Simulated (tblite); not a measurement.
Compound: C4H3OS (doublet state).
Geometry (GFN2-xTB, Å), atoms numbered from 1 in this order:
```
atom  x, y, z in Å
S1     2.3438    0.4717   -0.1649
C2     0.6652    0.0442   -0.0044
C3    -0.4644    0.6492   -0.4937
C4    -1.5588   -0.0766    0.0439
C5    -0.9969   -0.9688    0.9067
O6     0.3287   -0.9675    0.8370
H7     2.7995   -0.7492    0.1196
H8    -0.5049    1.4905   -1.1548
H9    -2.5988    0.1125   -0.1146
```

Computed geometry: GFN2-xTB, gas phase. This method treats the open shell by occupation alone, without spin polarisation.

Take the most abundant isotopes and a rigid rotor. The values belong to one conformer with, in the numbering `[SH:1][c:2]1[cH:3][cH:4][c:5][o:6]1`, H–S1–C2–C3 -159°.

(1) What are A, B and C (MHz)?

(2) What kind of rotor is it?

(3) What does the inertial defect say?

(4) Give the other two planar moments, Paa and Pbb, and the rms extents of the mass along the axes.

(5) Where do the levels up to J = 4 lie, in K?

## Answers

(1) Ia = 53.59, Ib = 227.11, Ic = 279.83 u·Å²; 505379 MHz·u·Å²/I gives A = 9431, B = 2225, C = 1806 MHz.

(2) An asymmetric top: κ = (2 × 2225 − 9431 − 1806)/(9431 − 1806) = -0.89.

(3) Not planar: Δ = Ic − Ia − Ib = -0.87 u·Å². For a rigid frame Δ = −2 Σ m c², so Σ m c² = 0.43 u·Å² lies off the ab plane: 0.28 from hydrogen and 0.15 from heavier atoms. The atom farthest from that plane is 0.53 Å away.

(4) Paa = Σ m a² = (Ib + Ic − Ia)/2 = 226.68 and Pbb = Σ m b² = (Ia + Ic − Ib)/2 = 53.15 u·Å². With the mass M = 98.99 u, the rms extents √(P/M) along a, b and c are 1.51, 0.73, 0.07 Å.

(5) Above 0(0,0), as E/k:
J = 1: 1(0,1) 0.193, 1(1,1) 0.539, 1(1,0) 0.559
J = 2: 2(0,2) 0.580, 2(1,2) 0.906, 2(1,1) 0.966, 2(2,1) 2.004, 2(2,0) 2.005
J = 3: 3(0,3) 1.157, 3(1,3) 1.456, 3(1,2) 1.577, 3(2,2) 2.584, 3(2,1) 2.589, 3(3,1) 4.364, 3(3,0) 4.364
J = 4: 4(0,4) 1.922, 4(1,4) 2.188, 4(1,3) 2.389, 4(2,3) 3.358, 4(2,2) 3.370, 4(3,2) 5.140, 4(3,1) 5.140, 4(4,1) 7.629, 4(4,0) 7.629
Those of J = 1 are B + C, A + C and A + B.

For this open shell read J as N, the rotation without spin; fine and hyperfine splittings come on top. Its GFN2-xTB frequencies are all real (lowest 185 cm⁻¹). Zero-point vibration and centrifugal distortion are left out.
